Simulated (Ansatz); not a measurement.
**Match the barriers**

Saddle point of AlH5SO, closed shell (AlH₃S ([AlH2][SH]) + H₂O → AlH₃O ([OH][AlH2]) + H₂S (still joined by a long Al–S bond); bonds formed: S2–H5; dative contacts that become bonds: Al1–O6; bonds broken: H5–O6; bonds weakened to dative contacts: Al1–S2), PBE0-D4/def2-TZVP structure:

```csv
atom,x (Å),y (Å),z (Å)
Al1,-0.8413,-0.2495,-0.3191
S2,0.8571,1.5030,-0.4301
H3,-0.7853,-1.0943,-1.6552
H4,-2.1624,0.3785,0.2935
H5,0.9364,0.3650,0.5946
O6,0.3195,-0.8194,0.9604
H7,1.6182,0.8451,-1.3208
H8,0.0577,-0.9286,1.8769
```

Ansatz 0.2.0; basis: def2-TZVPP, with def2-QZVPP for the basis limit; cores frozen in the correlated methods. Extrapolation: Hartree–Fock as exp(−7.88 √X), correlation as X^−2.97. Four methods, as single points on the PBE0-D4 structures, gave these electronic barriers from the start structure: 0.422, 0.536, 0.628, 1.004 eV.

Problem. The methods were, in alphabetical order, BLYP-D4, CCSD(T), HF, PBE0-D4. Which gave which? (Judge from chemistry; the calculation decides.)

Solution. The calculation gives: BLYP-D4 0.422; PBE0-D4 0.536; CCSD(T) 0.628; HF 1.004 eV. For comparison, CCSD(T) at an estimated basis limit (MP2 extrapolated from triple and quadruple zeta, plus CCSD(T) − MP2 in triple zeta) gives 0.633 eV.

T1 diagnostic: at most 0.012.

Labels in which every atom is bracketed show which atoms are joined, not bond orders.

For scale, one of the runs: CCSD(T)/def2-TZVPP, 185 basis functions, launched by `ansatz run in.yaml --threads 2 --pin off --events-out ev --progress --plain --max-ram 4352MiB`. The run took 36 s on 2 CPU threads of an Arm Neoverse V2 (shared host), with 1.7 GiB of host memory at its peak.
